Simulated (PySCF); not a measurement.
Species: C4H4FN.
Z-matrix (Å and degrees, PBE0-D3(BJ)/def2-SVP geometry), rows numbered from 1:
```
F 
C   1  1.3277
C   2  1.4149  1  125.46
C   3  1.3811  2  105.85  1  -179.97
N   4  1.3621  3  108.30  2    -0.01
C   5  1.3709  4  110.52  3    -0.00
H   3  1.0870  2  126.83  1     0.01
H   4  1.0874  3  130.27  2   179.83
H   5  1.0094  4  124.96  3   179.86
H   6  1.0860  2  130.90  1    -0.22
```

NICS = −σ at a ghost point: NICS(0) at the centroid of the ring atoms, NICS(1) 1 Å to either side along the normal of their mean plane, zz for the tensor component along that normal. Level: GIAO PBE0/pcSseg-1 (PySCF, non-relativistic, gas phase) on the PBE0-D3(BJ)/def2-SVP geometry, one conformer.

Ring bond lengths (Å), with Mayer bond orders in brackets: C2–C3 1.415 (1.38), C3–C4 1.381 (1.48), C4–N5 1.362 (1.17), N5–C6 1.371 (1.11), C6–C2 1.377 (1.50).

Give the NICS values of each ring in ppm.

```tsv
ring	type	NICS(0)	NICS(1), two faces	NICS(1)zz, two faces	rms pucker (Å)	centre to ring atoms, mean (Å)
C2–C3–C4–N5–C6	5-membered ring with N; formal bonds all aromatic	-16.3	-10.9 / -10.9	-28.7 / -28.7	0.00	1.17
```

What can be read from them?

- C2–C3–C4–N5–C6: mean NICS(1)zz -28.7 ppm, shielded, aromatic by this magnetic criterion (flat ring, no four-coordinate atom). NICS(0) lies 5 ppm below the mean NICS(1).

How equal are the bonds by HOMA? HOMA = 1 − mean of α(R − Ropt)² over the ring bonds, with Krygowski's 1993 parameters (CC: Ropt 1.388 Å, α 257.7 Å⁻²; CN: Ropt 1.334 Å, α 93.52 Å⁻²).

- C2–C3–C4–N5–C6: HOMA 0.91; the largest term is that of C2–C3, α(R − Ropt)² = 0.19. The geometric and the magnetic index point the same way.

What are the shieldings of the ring atoms and their hydrogens in the same run (means over atoms taken as equivalent)?

```json
{"atoms": "C2", "environment": "aromatic C–F carbon", "σ isotropic (ppm)": "24.1", "principal values of the symmetric part, first atom (ppm)": "-28.3, 27.1, 73.5"}
{"atoms": "C3", "environment": "aromatic CH carbon", "σ isotropic (ppm)": "81.9", "principal values of the symmetric part, first atom (ppm)": "18.0, 67.1, 160.6"}
{"atoms": "C4", "environment": "aromatic CH next to a ring nitrogen", "σ isotropic (ppm)": "67.4", "principal values of the symmetric part, first atom (ppm)": "-1.9, 59.5, 144.6"}
{"atoms": "N5", "environment": "pyrrole-type nitrogen", "σ isotropic (ppm)": "108.0", "principal values of the symmetric part, first atom (ppm)": "17.9, 116.3, 189.8"}
{"atoms": "C6", "environment": "aromatic CH next to a ring nitrogen", "σ isotropic (ppm)": "80.5", "principal values of the symmetric part, first atom (ppm)": "23.0, 72.6, 146.0"}
{"atoms": "H7", "environment": "aromatic hydrogen", "σ isotropic (ppm)": "25.13", "principal values of the symmetric part, first atom (ppm)": "22.7, 25.7, 27.0"}
{"atoms": "H8", "environment": "aromatic hydrogen", "σ isotropic (ppm)": "24.89", "principal values of the symmetric part, first atom (ppm)": "21.7, 25.2, 27.8"}
{"atoms": "H9", "environment": "N–H hydrogen", "σ isotropic (ppm)": "24.43", "principal values of the symmetric part, first atom (ppm)": "18.3, 23.8, 31.2"}
{"atoms": "H10", "environment": "aromatic hydrogen", "σ isotropic (ppm)": "24.81", "principal values of the symmetric part, first atom (ppm)": "21.8, 25.6, 27.0"}
```

How do the values depend on the level or the medium?

```json
{"level": "PBE0/pcSseg-1, gas", "NICS(0), C2–C3–C4–N5–C6": "-16.3", "mean NICS(1)zz, C2–C3–C4–N5–C6": "-28.7"}
{"level": "WP04/pcSseg-2, gas", "NICS(0), C2–C3–C4–N5–C6": "-16.2", "mean NICS(1)zz, C2–C3–C4–N5–C6": "-27.9"}
```

The geometry is the same throughout.

On one thread, AMD EPYC 7B13 (x86_64) (shared host), this took 7.9 s wall and 0.63 GiB of memory at its peak. This is the whole shielding run at PBE0/pcSseg-1, SCF included.
